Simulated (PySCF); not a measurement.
trimethylamine cation (C3H9N), SMILES CN(C)C (connectivity only; charge and spin as stated), charge +1, multiplicity 2. Atoms are numbered in the order given.

```xyz
13

C     -0.4762     1.3628     0.0000
N      0.0000     0.0000     0.0000
C      1.4183    -0.2690     0.0000
C     -0.9421    -1.0938     0.0000
H     -1.1126     1.5248    -0.8894
H      0.3629     2.0680     0.0000
H     -1.1126     1.5248     0.8894
H      1.8769     0.2011    -0.8894
H      1.6095    -1.3483     0.0000
H      1.8769     0.2011     0.8894
H     -0.7643    -1.7260    -0.8894
H     -0.7643    -1.7260     0.8894
H     -1.9724    -0.7197     0.0000
```
Charge +1, spin multiplicity 2.

The structure is a stationary point at B3LYP-D3(BJ)/def2-SVP. The multiplicity is an assumed one; no other spin state was optimised.

Computed with SMD-B3LYP/def2-SVP (PySCF).

Solvation free energies are E(SMD) − E(gas) at the gas-phase geometry, for 1 M in both phases.

Rank water, acetonitrile, chloroform by solvation free energy, most negative first.

acetonitrile (-63.0 kcal/mol), water (-60.9 kcal/mol), chloroform (-52.2 kcal/mol)
